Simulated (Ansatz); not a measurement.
Reaction (SMILES): [CH] (CH) → C atom + H atom
B3LYP-D3(BJ)/def2-TZVP geometries, fixed; electronic energies without zero-point terms.

Basis-set convergence of the atomisation energy at MP2 with Ansatz (a program for electronic structure). Cartesian d functions, on some or all atoms, in 6-31G*, 6-31+G*; all else is spherical. Cores are frozen. The T1 diagnostic of CCSD is high for at least one species. An unrestricted Hartree-Fock determinant is markedly spin-contaminated. Open shells are unrestricted. No added dispersion term, no relativity. Functions are those of the species that has most. Reference: Hartree-Fock in aug-cc-pV5Z plus the correlation part extrapolated as X^-3 from aug-cc-pVQZ and aug-cc-pV5Z, 77.31 kcal/mol, itself unsure by roughly 0.12 kcal/mol (a third of the extrapolation step and of the last Hartree-Fock step). Deviations are taken from unrounded values.

```
basis        functions  atomisation energy (kcal/mol)
-----------  ---------  -----------------------------
6-31G*              17                          65.34
6-31+G*             21                          66.22
cc-pVDZ             19                          69.55
aug-cc-pVDZ         32                          71.22
def2-SVP            19                          71.96
def2-SVPD           28                          72.92
6-311G**            24                          71.32
6-311+G**           28                          71.78
def2-TZVP           37                          73.30
def2-TZVPD          46                          73.63
cc-pVTZ             44                          74.90
aug-cc-pVTZ         69                          75.65
pcseg-2             44                          75.37
aug-pcseg-2         69                          75.72
def2-TZVPP          45                          75.11
def2-TZVPPD         54                          75.32
cc-pVQZ             85                          76.36
aug-cc-pVQZ        126                          76.65
def2-QZVPP          87                          76.41
def2-QZVPPD         96                          76.50
pcseg-3             93                          76.68
aug-pcseg-3        134                          76.79
cc-pV5Z            146                          76.87
aug-cc-pV5Z        207                          76.99
```

What the diffuse functions change, pair by pair:
- 6-31G* to 6-31+G*: 4 more functions, deviation -11.97 to -11.10 kcal/mol
- cc-pVDZ to aug-cc-pVDZ: 13 more functions, deviation -7.77 to -6.10 kcal/mol
- def2-SVP to def2-SVPD: 9 more functions, deviation -5.36 to -4.39 kcal/mol
- 6-311G** to 6-311+G**: 4 more functions, deviation -6.00 to -5.53 kcal/mol
- def2-TZVP to def2-TZVPD: 9 more functions, deviation -4.01 to -3.69 kcal/mol
- cc-pVTZ to aug-cc-pVTZ: 25 more functions, deviation -2.42 to -1.67 kcal/mol
- pcseg-2 to aug-pcseg-2: 25 more functions, deviation -1.95 to -1.59 kcal/mol
- def2-TZVPP to def2-TZVPPD: 9 more functions, deviation -2.21 to -2.00 kcal/mol
- cc-pVQZ to aug-cc-pVQZ: 41 more functions, deviation -0.96 to -0.66 kcal/mol
- def2-QZVPP to def2-QZVPPD: 9 more functions, deviation -0.90 to -0.82 kcal/mol
- pcseg-3 to aug-pcseg-3: 41 more functions, deviation -0.64 to -0.52 kcal/mol
- cc-pV5Z to aug-cc-pV5Z: 61 more functions, deviation -0.45 to -0.32 kcal/mol

Leaving out the reference's own pair, they bring the value nearer the reference by more than 0.12 kcal/mol in 9 of 11 pairs.
